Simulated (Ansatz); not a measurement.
bcc V was calculated with r²SCAN (Ansatz, a program for electronic structure, PAW).

Settings: plane-wave cutoff 560 eV, 26×26×26 k mesh, Fermi–Dirac smearing 0.05 eV, no spin polarisation, scalar-relativistic PAW data made under PBE.

A third-order Birch–Murnaghan fit to the energies gives V0 = 13.265 Å³/atom, B0 = 194 GPa, B′ = 3.7.

| V (Å³/atom) | P (GPa) |
|---|---|
| 12.470 | 13.41 |
| 12.736 | [?] |
| 13.001 | [?] |
| 13.266 | -0.02 |
| 13.532 | -3.71 |
| 13.797 | -7.07 |
| 14.062 | [?] |

**Question.** Estimate the withheld pressures from this fit; the answers are the runs' own values.

**Answer.** 
- 12.736, P (GPa): 8.51
- 13.001, P (GPa): 4.04
- 14.062, P (GPa): -10.12

The formula P = (3/2) B0 (x^(7/3) − x^(5/3)) [1 + (3/4)(B′ − 4)(x^(2/3) − 1)] with x = V0/V meets the computed pressures within 0.04 GPa when these rounded values are put in.

Measured, for comparison: bulk modulus 161 GPa (corrected for temperature and zero-point phonon effects, our sources range from 159 to 166; as tabulated in Levämäki et al. (2014), arXiv:1402.3671); equilibrium volume per atom 13.79 Å³/atom (static lattice: zero-point anharmonic expansion removed; as tabulated in Mejia-Rodriguez and Trickey (2018), arXiv:1807.09216). Computed (rounded) less measured: bulk modulus +20 % (+17 % to +22 % over the range), equilibrium volume per atom -3.8 %.

Computed values are for the static lattice.

It cost around 90 core-seconds (rough) of CPU time.
